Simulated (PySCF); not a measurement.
## Spin states of PH

Unrestricted PBE0; PySCF, no relativity, basis sets P def2-SVP, H def2-SVP. Outer shells of the fragments: P 3s2 3p3; H 1s1.

Followed along the bond (rough minima from three points):

| 2Ms+1 | unpaired | ⟨S²⟩ at the start | R at minimum (Å) | Te (eV) |
| --- | --- | --- | --- | --- |
| 3 | π ↑↑ | 2.01 | 1.44 | 0.00 |
| 1 | π ↑↓ | 1.01 | 1.44 | 0.40 |
| 5 | σ ↑↑, π ↑↑ | 6.00 | none in the scan | ≤ 5.85 |

Solutions found at the starting distance of 1.385 Å, counted from the lowest of them; the search is not exhaustive and high or unbound solutions are not listed, so other states can lie among these:

```json
{"2Ms+1": "3", "unpaired": "π ↑↑", "term": "³Σ⁻", "E (eV)": "0.00", "⟨S²⟩": "2.01", "⟨Lz²⟩": "0.00", "μ (D)": "0.72"}
{"2Ms+1": "1", "unpaired": "π ↑↓", "term": "mixed", "E (eV)": "0.40", "⟨S²⟩": "1.01", "⟨Lz²⟩": "2.02", "μ (D)": "0.71"}
{"2Ms+1": "1", "unpaired": "none", "term": "mixed", "E (eV)": "1.66", "⟨S²⟩": "0.00", "⟨Lz²⟩": "2.00", "μ (D)": "0.73"}
{"2Ms+1": "3", "unpaired": "σ ↑, π ↑", "term": "³Π", "E (eV)": "3.77", "⟨S²⟩": "2.01", "⟨Lz²⟩": "1.01", "μ (D)": "0.76"}
{"2Ms+1": "1", "unpaired": "σ ↓, π ↑", "term": "mixed", "E (eV)": "4.24", "⟨S²⟩": "1.02", "⟨Lz²⟩": "1.00", "μ (D)": "1.00"}
{"2Ms+1": "3", "unpaired": "σ ↑, π ↑", "term": "³Π", "E (eV)": "6.98", "⟨S²⟩": "2.00", "⟨Lz²⟩": "1.01", "μ (D)": "-1.93"}
{"2Ms+1": "1", "unpaired": "σ ↓, π ↑", "term": "mixed", "E (eV)": "7.28", "⟨S²⟩": "1.01", "⟨Lz²⟩": "1.01", "μ (D)": "-2.07"}
{"2Ms+1": "5", "unpaired": "σ ↑↑, π ↑↑", "term": "⁵Σ⁻", "E (eV)": "7.37", "⟨S²⟩": "6.00", "⟨Lz²⟩": "0.00", "μ (D)": "-1.61"}
{"2Ms+1": "3", "unpaired": "σ ↑↑, π ↑↓", "term": "mixed", "E (eV)": "8.55", "⟨S²⟩": "3.01", "⟨Lz²⟩": "2.02", "μ (D)": "-1.49"}
{"2Ms+1": "1", "unpaired": "σ ↓↓, π ↑↑", "term": "mixed", "E (eV)": "8.93", "⟨S²⟩": "2.01", "⟨Lz²⟩": "0.00", "μ (D)": "-1.53"}
```

A term symbol is given only where ⟨S²⟩ and ⟨Lz²⟩ are close to those of a pure state; real π, δ and φ orbitals otherwise mix terms. A positive dipole means P(−)H(+).

Counting both spins, an empty level lies below a filled one in some of these solutions, because spin and occupation are held.
